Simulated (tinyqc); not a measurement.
RHF in the sto-6g basis, for H3O+, spin multiplicity 1, step by step (part 1 of 2). Computed by tinyqc, a small Python program that keeps every step (integrals from PySCF). Settings: charge = 1, multiplicity = 1, basis = sto-6g, energy threshold = 1e-09, iteration cap = 78, orthogonalisation = symmetric, start = core, DIIS depth = 4, damping = 0.2, method = RHF. Command: `OMP_NUM_THREADS=1 python tinyqc.py 22630 22631 out.jsonl` (the two numbers bound the seeds that draw the settings). One thread of a shared host (Intel(R) Xeon(R) Processor @ 2.60GHz), about 0.2 s of CPU time with the checks. Later iterations appear only in the table of the cycle.

## One-electron integrals

Geometry (angstrom):
```
atom         x         y        z
O      0.00000   0.00000  0.39700
H      0.94900   0.00000  0.00000
H     -0.47500   0.82200  0.00000
H     -0.47500  -0.82200  0.00000
```

Basis sto-6g: exponents (1/bohr^2) and contraction coefficients of normalised primitives:
```
element  l (shell)    exponent  coefficient
O            s (1)  1355.58423      0.00916
O            s (1)   248.54489      0.04936
O            s (1)    69.53390      0.16854
O            s (1)    23.88677      0.37056
O            s (1)     9.27593      0.41649
O            s (1)     3.82034      0.13033
O            s (2)    52.18776     -0.01325
O            s (2)    10.32932     -0.04699
O            s (2)     3.21034     -0.03379
O            s (2)     1.23514      0.25024
O            s (2)     0.53642      0.59512
O            s (2)     0.24588      0.24071
O            p (3)    52.18776      0.00376
O            p (3)    10.32932      0.03768
O            p (3)     3.21034      0.17390
O            p (3)     1.23514      0.41804
O            p (3)     0.53642      0.42586
O            p (3)     0.24588      0.10171
H            s (1)    35.52322      0.00916
H            s (1)     6.51314      0.04936
H            s (1)     1.82214      0.16854
H            s (1)     0.62596      0.37056
H            s (1)     0.24308      0.41649
H            s (1)     0.10011      0.13033
```

Overlap, kinetic and nuclear-attraction integrals over the contracted functions; the nuclear repulsion is the sum of Za Zb / Rab.

nuclear repulsion = 13.3088185 hartree

overlap S, order 1O 1s, 1O 2s, 1O 2px, 1O 2py, 1O 2pz, 2H 1s, 3H 1s, 4H 1s:
```
[[1.00000, 0.23114, 0.00000, 0.00000, 0.00000, 0.04704, 0.04700, 0.04700],
 [0.23114, 1.00000, 0.00000, 0.00000, 0.00000, 0.43121, 0.43100, 0.43100],
 [0.00000, 0.00000, 1.00000, 0.00000, 0.00000, 0.33854, -0.16933, -0.16933],
 [0.00000, 0.00000, 0.00000, 1.00000, 0.00000, 0.00000, 0.29303, -0.29303],
 [0.00000, 0.00000, 0.00000, 0.00000, 1.00000, -0.14162, -0.14152, -0.14152],
 [0.04704, 0.43121, 0.33854, 0.00000, -0.14162, 1.00000, 0.20798, 0.20798],
 [0.04700, 0.43100, -0.16933, 0.29303, -0.14152, 0.20798, 1.00000, 0.20804],
 [0.04700, 0.43100, -0.16933, -0.29303, -0.14152, 0.20798, 0.20804, 1.00000]]
```

kinetic energy T (hartree), order 1O 1s, 1O 2s, 1O 2px, 1O 2py, 1O 2pz, 2H 1s, 3H 1s, 4H 1s:
```
[[29.32720, -0.89602, 0.00000, 0.00000, 0.00000, -0.00458, -0.00458, -0.00458],
 [-0.89602, 0.84262, 0.00000, 0.00000, 0.00000, 0.09607, 0.09593, 0.09593],
 [0.00000, 0.00000, 2.53131, 0.00000, 0.00000, 0.21257, -0.10626, -0.10626],
 [0.00000, 0.00000, 0.00000, 2.53131, 0.00000, 0.00000, 0.18388, -0.18388],
 [0.00000, 0.00000, 0.00000, 0.00000, 2.53131, -0.08893, -0.08881, -0.08881],
 [-0.00458, 0.09607, 0.21257, 0.00000, -0.08893, 0.76852, -0.00151, -0.00151],
 [-0.00458, 0.09593, -0.10626, 0.18388, -0.08881, -0.00151, 0.76852, -0.00149],
 [-0.00458, 0.09593, -0.10626, -0.18388, -0.08881, -0.00151, -0.00149, 0.76852]]
```

nuclear attraction V (hartree), order 1O 1s, 1O 2s, 1O 2px, 1O 2py, 1O 2pz, 2H 1s, 3H 1s, 4H 1s:
```
[[-62.80122, -6.50792, 0.00000, 0.00000, 0.01645, -1.51198, -1.51077, -1.51077],
 [-6.50792, -10.52990, 0.00002, 0.00000, 0.18722, -3.58080, -3.57869, -3.57869],
 [0.00000, 0.00002, -10.55900, 0.00000, 0.00002, -2.50407, 1.25238, 1.25238],
 [0.00000, 0.00000, 0.00000, -10.55881, 0.00000, 0.00000, -2.16722, 2.16722],
 [0.01645, 0.18722, 0.00002, 0.00000, -10.47063, 1.10250, 1.10164, 1.10164],
 [-1.51198, -3.58080, -2.50407, 0.00000, 1.10250, -5.88409, -1.35280, -1.35280],
 [-1.51077, -3.57869, 1.25238, -2.16722, 1.10164, -1.35280, -5.88295, -1.35300],
 [-1.51077, -3.57869, 1.25238, 2.16722, 1.10164, -1.35280, -1.35300, -5.88295]]
```

core Hamiltonian H = T + V (hartree), order 1O 1s, 1O 2s, 1O 2px, 1O 2py, 1O 2pz, 2H 1s, 3H 1s, 4H 1s:
```
[[-33.47402, -7.40394, 0.00000, 0.00000, 0.01645, -1.51655, -1.51535, -1.51535],
 [-7.40394, -9.68728, 0.00002, 0.00000, 0.18722, -3.48472, -3.48276, -3.48276],
 [0.00000, 0.00002, -8.02769, 0.00000, 0.00002, -2.29150, 1.14612, 1.14612],
 [0.00000, 0.00000, 0.00000, -8.02751, 0.00000, 0.00000, -1.98334, 1.98334],
 [0.01645, 0.18722, 0.00002, 0.00000, -7.93932, 1.01357, 1.01283, 1.01283],
 [-1.51655, -3.48472, -2.29150, 0.00000, 1.01357, -5.11557, -1.35430, -1.35430],
 [-1.51535, -3.48276, 1.14612, -1.98334, 1.01283, -1.35430, -5.11443, -1.35449],
 [-1.51535, -3.48276, 1.14612, 1.98334, 1.01283, -1.35430, -1.35449, -5.11443]]
```

## Two-electron integrals

Functions are numbered as in S; the eight-fold symmetry (ij|kl) = (ji|kl) = (kl|ij) leaves the list below.

Two-electron integrals (ij|kl) in chemists' order, unique and non-zero (hartree):
```
(11|11) 4.78749    (21|11) 0.67588    (21|21) 0.12150    (22|11) 1.11738
(22|21) 0.24921    (22|22) 0.81738    (31|31) 0.02576    (32|31) 0.03914
(32|32) 0.18066    (33|11) 1.11738    (33|21) 0.24921    (33|22) 0.81738
(33|33) 0.88066    (41|41) 0.02576    (42|41) 0.03914    (42|42) 0.18066
(43|43) 0.04746    (44|11) 1.11738    (44|21) 0.24921    (44|22) 0.81738
(44|33) 0.78574    (44|44) 0.88066    (51|51) 0.02576    (52|51) 0.03914
(52|52) 0.18066    (53|53) 0.04746    (54|54) 0.04746    (55|11) 1.11738
(55|21) 0.24921    (55|22) 0.81738    (55|33) 0.78574    (55|44) 0.78574
(55|55) 0.88066    (61|11) 0.14665    (61|21) 0.02527    (61|22) 0.05070
(61|31) 0.00114    (61|32) 0.00223    (61|33) 0.05086    (61|44) 0.05059
(61|51) -0.00048   (61|52) -0.00093   (61|53) -0.00012   (61|55) 0.05063
(61|61) 0.00536    (62|11) 0.35647    (62|21) 0.08062    (62|22) 0.29276
(62|31) 0.00595    (62|32) 0.04394    (62|33) 0.30031    (62|44) 0.28789
(62|51) -0.00249   (62|52) -0.01838   (62|53) -0.00519   (62|55) 0.29007
(62|61) 0.01686    (62|62) 0.13045    (63|11) 0.23742    (63|21) 0.05446
(63|22) 0.21093    (63|31) 0.01248    (63|32) 0.08032    (63|33) 0.22838
(63|44) 0.20143    (63|51) -0.00147   (63|52) -0.01251   (63|53) -0.00748
(63|55) 0.20297    (63|61) 0.01191    (63|62) 0.11428    (63|63) 0.11749
(64|41) 0.00896    (64|42) 0.05042    (64|43) 0.00906    (64|54) -0.00379
(64|64) 0.01845    (65|11) -0.09932   (65|21) -0.02278   (65|22) -0.08824
(65|31) -0.00147   (65|32) -0.01251   (65|33) -0.08796   (65|44) -0.08426
(65|51) 0.00957    (65|52) 0.05565    (65|53) 0.01061    (65|55) -0.09249
(65|61) -0.00498   (65|62) -0.04781   (65|63) -0.04143   (65|65) 0.03578
(66|11) 0.49975    (66|21) 0.11512    (66|22) 0.47813    (66|31) 0.01103
(66|32) 0.11131    (66|33) 0.50775    (66|44) 0.45905    (66|51) -0.00462
(66|52) -0.04656   (66|53) -0.02037   (66|55) 0.46757    (66|61) 0.02432
(66|62) 0.26993    (66|63) 0.26998    (66|65) -0.11294   (66|66) 0.77500
(71|11) 0.14654    (71|21) 0.02525    (71|22) 0.05065    (71|31) -0.00057
(71|32) -0.00111   (71|33) 0.05062    (71|41) 0.00099    (71|42) 0.00193
(71|43) -0.00012   (71|44) 0.05075    (71|51) -0.00048   (71|52) -0.00093
(71|53) 0.00006    (71|54) -0.00010   (71|55) 0.05059    (71|61) 0.00527
(71|62) 0.01626    (71|63) 0.01072    (71|64) 0.00044    (71|65) -0.00481
(71|66) 0.02316    (71|71) 0.00535    (72|11) 0.35625    (72|21) 0.08057
(72|22) 0.29259    (72|31) -0.00298   (72|32) -0.02198   (72|33) 0.29083
(72|41) 0.00515    (72|42) 0.03803    (72|43) -0.00538   (72|44) 0.29703
(72|51) -0.00249   (72|52) -0.01837   (72|53) 0.00260    (72|54) -0.00449
(72|55) 0.28990    (72|61) 0.01627    (72|62) 0.10491    (72|63) 0.06995
(72|64) 0.01117    (72|65) -0.03736   (72|66) 0.17689    (72|71) 0.01683
(72|72) 0.13032    (73|11) -0.11874   (73|21) -0.02723   (73|22) -0.10549
(73|31) 0.00983    (73|32) 0.05787    (73|33) -0.11091   (73|41) -0.00153
(73|42) -0.01295   (73|43) 0.00976    (73|44) -0.10405   (73|51) 0.00074
(73|52) 0.00625    (73|53) -0.00471   (73|54) 0.00160    (73|55) -0.10151
(73|61) -0.00498   (73|62) -0.02533   (73|63) -0.00304   (73|64) -0.00208
(73|65) 0.00878    (73|66) -0.03064   (73|71) -0.00595   (73|72) -0.05713
(73|73) 0.04320    (74|11) 0.20548    (74|21) 0.04713    (74|22) 0.18256
(74|31) -0.00153   (74|32) -0.01295   (74|33) 0.17625    (74|41) 0.01159
(74|42) 0.07279    (74|43) -0.00784   (74|44) 0.19575    (74|51) -0.00128
(74|52) -0.01082   (74|53) 0.00160    (74|54) -0.00656   (74|55) 0.17567
(74|61) 0.00951    (74|62) 0.06616    (74|63) 0.04370    (74|64) 0.02102
(74|65) -0.02312   (74|66) 0.11269    (74|71) 0.01030    (74|72) 0.09886
(74|73) -0.04287   (74|74) 0.09262    (75|11) -0.09924   (75|21) -0.02276
(75|22) -0.08817   (75|31) 0.00074    (75|32) 0.00625    (75|33) -0.08512
(75|41) -0.00128   (75|42) -0.01082   (75|43) 0.00160    (75|44) -0.08697
(75|51) 0.00957    (75|52) 0.05561    (75|53) -0.00531   (75|54) 0.00918
(75|55) -0.09242   (75|61) -0.00481   (75|62) -0.03735   (75|63) -0.02440
(75|64) -0.00397   (75|65) 0.02742    (75|66) -0.06885   (75|71) -0.00497
(75|72) -0.04775   (75|73) 0.02071    (75|74) -0.03583   (75|75) 0.03573
(76|11) 0.12739    (76|21) 0.02909    (76|22) 0.11416    (76|31) 0.00085
(76|32) 0.00741    (76|33) 0.11409    (76|41) 0.00148    (76|42) 0.01285
(76|43) 0.00040    (76|44) 0.11456    (76|51) -0.00143   (76|52) -0.01241
(76|53) -0.00133   (76|54) -0.00231   (76|55) 0.11383    (76|61) 0.00601
(76|62) 0.05020    (76|63) 0.04087    (76|64) 0.00496    (76|65) -0.02069
(76|66) 0.10680    (76|71) 0.00601    (76|72) 0.05017    (76|73) -0.01616
(76|74) 0.03786    (76|75) -0.02068   (76|76) 0.02373    (77|11) 0.49960
(77|21) 0.11509    (77|22) 0.47801    (77|31) -0.00552   (77|32) -0.05568
(77|33) 0.47113    (77|41) 0.00955    (77|42) 0.09635    (77|43) -0.02109
(77|44) 0.49544    (77|51) -0.00461   (77|52) -0.04653   (77|53) 0.01019
(77|54) -0.01763   (77|55) 0.46745    (77|61) 0.02317    (77|62) 0.17695
(77|63) 0.11291    (77|64) 0.02987    (77|65) -0.06888   (77|66) 0.31793
(77|71) 0.02429    (77|72) 0.26976    (77|73) -0.13502   (77|74) 0.23365
(77|75) -0.11285   (77|76) 0.10680    (77|77) 0.77500    (81|11) 0.14654
(81|21) 0.02525    (81|22) 0.05065    (81|31) -0.00057   (81|32) -0.00111
(81|33) 0.05062    (81|41) -0.00099   (81|42) -0.00193   (81|43) 0.00012
(81|44) 0.05075    (81|51) -0.00048   (81|52) -0.00093   (81|53) 0.00006
(81|54) 0.00010    (81|55) 0.05059    (81|61) 0.00527    (81|62) 0.01626
(81|63) 0.01072    (81|64) -0.00044   (81|65) -0.00481   (81|66) 0.02316
(81|71) 0.00527    (81|72) 0.01625    (81|73) -0.00575   (81|74) 0.00906
(81|75) -0.00480   (81|76) 0.00584    (81|77) 0.02315    (81|81) 0.00535
(82|11) 0.35625    (82|21) 0.08057    (82|22) 0.29259    (82|31) -0.00298
(82|32) -0.02198   (82|33) 0.29083    (82|41) -0.00515   (82|42) -0.03803
(82|43) 0.00538    (82|44) 0.29703    (82|51) -0.00249   (82|52) -0.01837
(82|53) 0.00260    (82|54) 0.00449    (82|55) 0.28990    (82|61) 0.01627
(82|62) 0.10491    (82|63) 0.06995    (82|64) -0.01117   (82|65) -0.03736
(82|66) 0.17689    (82|71) 0.01625    (82|72) 0.10487    (82|73) -0.04467
(82|74) 0.05497    (82|75) -0.03733   (82|76) 0.04124    (82|77) 0.17688
(82|81) 0.01683    (82|82) 0.13032    (83|11) -0.11874   (83|21) -0.02723
(83|22) -0.10549   (83|31) 0.00983    (83|32) 0.05787    (83|33) -0.11091
(83|41) 0.00153    (83|42) 0.01295    (83|43) -0.00976   (83|44) -0.10405
(83|51) 0.00074    (83|52) 0.00625    (83|53) -0.00471   (83|54) -0.00160
(83|55) -0.10151   (83|61) -0.00498   (83|62) -0.02533   (83|63) -0.00304
(83|64) 0.00208    (83|65) 0.00878    (83|66) -0.03064   (83|71) -0.00575
(83|72) -0.04467   (83|73) 0.03305    (83|74) -0.02290   (83|75) 0.01564
(83|76) -0.01303   (83|77) -0.08237   (83|81) -0.00595   (83|82) -0.05713
(83|83) 0.04320    (84|11) -0.20548   (84|21) -0.04713   (84|22) -0.18256
(84|31) 0.00153    (84|32) 0.01295    (84|33) -0.17625   (84|41) 0.01159
(84|42) 0.07279    (84|43) -0.00784   (84|44) -0.19575   (84|51) 0.00128
(84|52) 0.01082    (84|53) -0.00160   (84|54) -0.00656   (84|55) -0.17567
(84|61) -0.00951   (84|62) -0.06616   (84|63) -0.04370   (84|64) 0.02102
(84|65) 0.02312    (84|66) -0.11269   (84|71) -0.00906   (84|72) -0.05497
(84|73) 0.02290    (84|74) -0.01502   (84|75) 0.01914    (84|76) -0.02255
(84|77) -0.08282   (84|81) -0.01030   (84|82) -0.09886   (84|83) 0.04287
(84|84) 0.09262    (85|11) -0.09924   (85|21) -0.02276   (85|22) -0.08817
(85|31) 0.00074    (85|32) 0.00625    (85|33) -0.08512   (85|41) 0.00128
(85|42) 0.01082    (85|43) -0.00160   (85|44) -0.08697   (85|51) 0.00957
(85|52) 0.05561    (85|53) -0.00531   (85|54) -0.00918   (85|55) -0.09242
(85|61) -0.00481   (85|62) -0.03735   (85|63) -0.02440   (85|64) 0.00397
(85|65) 0.02742    (85|66) -0.06885   (85|71) -0.00480   (85|72) -0.03733
(85|73) 0.01564    (85|74) -0.01914   (85|75) 0.02741    (85|76) -0.01649
(85|77) -0.06884   (85|81) -0.00497   (85|82) -0.04775   (85|83) 0.02071
(85|84) 0.03583    (85|85) 0.03573    (86|11) 0.12739    (86|21) 0.02909
(86|22) 0.11416    (86|31) 0.00085    (86|32) 0.00741    (86|33) 0.11409
(86|41) -0.00148   (86|42) -0.01285   (86|43) -0.00040   (86|44) 0.11456
(86|51) -0.00143   (86|52) -0.01241   (86|53) -0.00133   (86|54) 0.00231
(86|55) 0.11383    (86|61) 0.00601    (86|62) 0.05020    (86|63) 0.04087
(86|64) -0.00496   (86|65) -0.02069   (86|66) 0.10680    (86|71) 0.00584
(86|72) 0.04124    (86|73) -0.01303   (86|74) 0.02255    (86|75) -0.01649
(86|76) 0.01964    (86|77) 0.07222    (86|81) 0.00601    (86|82) 0.05017
(86|83) -0.01616   (86|84) -0.03786   (86|85) -0.02068   (86|86) 0.02373
(87|11) 0.12740    (87|21) 0.02910    (87|22) 0.11418    (87|31) -0.00171
(87|32) -0.01485   (87|33) 0.11481    (87|44) 0.11387    (87|51) -0.00143
(87|52) -0.01241   (87|53) 0.00267    (87|55) 0.11385    (87|61) 0.00585
(87|62) 0.04127    (87|63) 0.02605    (87|65) -0.01650   (87|66) 0.07224
(87|71) 0.00601    (87|72) 0.05019    (87|73) -0.02475   (87|74) 0.03291
(87|75) -0.02068   (87|76) 0.01965    (87|77) 0.10685    (87|81) 0.00601
(87|82) 0.05019    (87|83) -0.02475   (87|84) -0.03291   (87|85) -0.02068
(87|86) 0.01965    (87|87) 0.02375    (88|11) 0.49960    (88|21) 0.11509
(88|22) 0.47801    (88|31) -0.00552   (88|32) -0.05568   (88|33) 0.47113
(88|41) -0.00955   (88|42) -0.09635   (88|43) 0.02109    (88|44) 0.49544
(88|51) -0.00461   (88|52) -0.04653   (88|53) 0.01019    (88|54) 0.01763
(88|55) 0.46745    (88|61) 0.02317    (88|62) 0.17695    (88|63) 0.11291
(88|64) -0.02987   (88|65) -0.06888   (88|66) 0.31793    (88|71) 0.02315
(88|72) 0.17688    (88|73) -0.08237   (88|74) 0.08282    (88|75) -0.06884
(88|76) 0.07222    (88|77) 0.31797    (88|81) 0.02429    (88|82) 0.26976
(88|83) -0.13502   (88|84) -0.23365   (88|85) -0.11285   (88|86) 0.10680
(88|87) 0.10685    (88|88) 0.77500
```

## Orthogonalisation

S = U s U^T; symmetric (Loewdin) form X = U s^(-1/2) U^T, so that X^T S X = 1.

eigenvalues of S: [0.36925, 0.46852, 0.46871, 0.92445, 1.06366, 1.32324, 1.32353, 2.05863]

X, order 1O 1s, 1O 2s, 1O 2px, 1O 2py, 1O 2pz, 2H 1s, 3H 1s, 4H 1s:
```
[[1.02328, -0.14184, 0.00000, 0.00000, 0.00713, 0.01737, 0.01736, 0.01736],
 [-0.14184, 1.26707, 0.00004, 0.00000, -0.07928, -0.24046, -0.24024, -0.24024],
 [0.00000, 0.00004, 1.09313, 0.00000, -0.00002, -0.23432, 0.11716, 0.11716],
 [0.00000, 0.00000, 0.00000, 1.09300, 0.00000, 0.00000, -0.20278, 0.20278],
 [0.00713, -0.07928, -0.00002, 0.00000, 1.02553, 0.07770, 0.07761, 0.07761],
 [0.01737, -0.24046, -0.23432, 0.00000, 0.07770, 1.17026, -0.06686, -0.06686],
 [0.01736, -0.24024, 0.11716, -0.20278, 0.07761, -0.06686, 1.17008, -0.06689],
 [0.01736, -0.24024, 0.11716, 0.20278, 0.07761, -0.06686, -0.06689, 1.17008]]
```

## Starting guess

The start is the orbitals of the core Hamiltonian; D = 2 C_occ C_occ^T.

D at the start, order 1O 1s, 1O 2s, 1O 2px, 1O 2py, 1O 2pz, 2H 1s, 3H 1s, 4H 1s:
```
[[2.13098, -0.61101, -0.00001, 0.00000, 0.04155, 0.07518, 0.07512, 0.07512],
 [-0.61101, 2.82976, 0.00012, 0.00000, -0.25805, -0.33472, -0.33444, -0.33444],
 [-0.00001, 0.00012, 2.32689, 0.00000, -0.00006, -0.40379, 0.20189, 0.20189],
 [0.00000, 0.00000, 0.00000, 2.32643, 0.00000, 0.00000, -0.34941, 0.34941],
 [0.04155, -0.25805, -0.00006, 0.00000, 2.09057, 0.13659, 0.13643, 0.13643],
 [0.07518, -0.33472, -0.40379, 0.00000, 0.13659, 0.11510, 0.00997, 0.00997],
 [0.07512, -0.33444, 0.20189, -0.34941, 0.13643, 0.00997, 0.11496, 0.01000],
 [0.07512, -0.33444, 0.20189, 0.34941, 0.13643, 0.00997, 0.01000, 0.11496]]
```

## Iteration 1: building the Fock matrix

J_ij = sum D_kl (ij|kl), K_ij = sum D_kl (ik|jl); F = H + J - 0.5 K; E = tr D H + tr D J / 2 - 0.25 tr D K + E_nn.

Coulomb J (hartree), order 1O 1s, 1O 2s, 1O 2px, 1O 2py, 1O 2pz, 2H 1s, 3H 1s, 4H 1s:
```
[[18.94828, 3.41829, 0.00000, 0.00000, -0.00355, 0.71435, 0.71378, 0.71378],
 [3.41829, 8.92622, 0.00000, 0.00000, 0.00549, 3.08944, 3.08765, 3.08765],
 [0.00000, 0.00000, 8.92494, 0.00000, 0.00000, 2.17806, -1.08932, -1.08932],
 [0.00000, 0.00000, 0.00000, 8.92495, 0.00000, 0.00000, 1.88510, -1.88510],
 [-0.00355, 0.00549, 0.00000, 0.00000, 8.92877, -0.90811, -0.90739, -0.90739],
 [0.71435, 3.08944, 2.17806, 0.00000, -0.90811, 4.82044, 1.17448, 1.17448],
 [0.71378, 3.08765, -1.08932, 1.88510, -0.90739, 1.17448, 4.81922, 1.17464],
 [0.71378, 3.08765, -1.08932, -1.88510, -0.90739, 1.17448, 1.17464, 4.81922]]
```

exchange K (hartree), order 1O 1s, 1O 2s, 1O 2px, 1O 2py, 1O 2pz, 2H 1s, 3H 1s, 4H 1s:
```
[[9.90805, 1.60229, 0.00000, 0.00000, -0.00105, 0.35898, 0.35870, 0.35870],
 [1.60229, 2.86452, -0.00001, 0.00000, -0.00011, 0.86047, 0.85994, 0.85994],
 [0.00000, -0.00001, 2.38253, 0.00000, 0.00001, 0.45305, -0.22659, -0.22659],
 [0.00000, 0.00000, 0.00000, 2.38256, 0.00000, 0.00000, 0.39211, -0.39211],
 [-0.00105, -0.00011, 0.00001, 0.00000, 2.38549, -0.18768, -0.18753, -0.18753],
 [0.35898, 0.86047, 0.45305, 0.00000, -0.18768, 0.39820, 0.23735, 0.23735],
 [0.35870, 0.85994, -0.22659, 0.39211, -0.18753, 0.23735, 0.39776, 0.23728],
 [0.35870, 0.85994, -0.22659, -0.39211, -0.18753, 0.23735, 0.23728, 0.39776]]
```

Fock matrix F (hartree), order 1O 1s, 1O 2s, 1O 2px, 1O 2py, 1O 2pz, 2H 1s, 3H 1s, 4H 1s:
```
[[-19.47977, -4.78680, 0.00000, 0.00000, 0.01342, -0.98170, -0.98092, -0.98092],
 [-4.78680, -2.19331, 0.00002, 0.00000, 0.19277, -0.82552, -0.82508, -0.82508],
 [0.00000, 0.00002, -0.29401, 0.00000, 0.00002, -0.33997, 0.17010, 0.17010],
 [0.00000, 0.00000, 0.00000, -0.29383, 0.00000, 0.00000, -0.29430, 0.29430],
 [0.01342, 0.19277, 0.00002, 0.00000, -0.20330, 0.19931, 0.19920, 0.19920],
 [-0.98170, -0.82552, -0.33997, 0.00000, 0.19931, -0.49423, -0.29850, -0.29850],
 [-0.98092, -0.82508, 0.17010, -0.29430, 0.19920, -0.29850, -0.49409, -0.29850],
 [-0.98092, -0.82508, 0.17010, 0.29430, 0.19920, -0.29850, -0.29850, -0.49409]]
```

total energy of this density = -74.0170671 hartree

This density is the starting one.
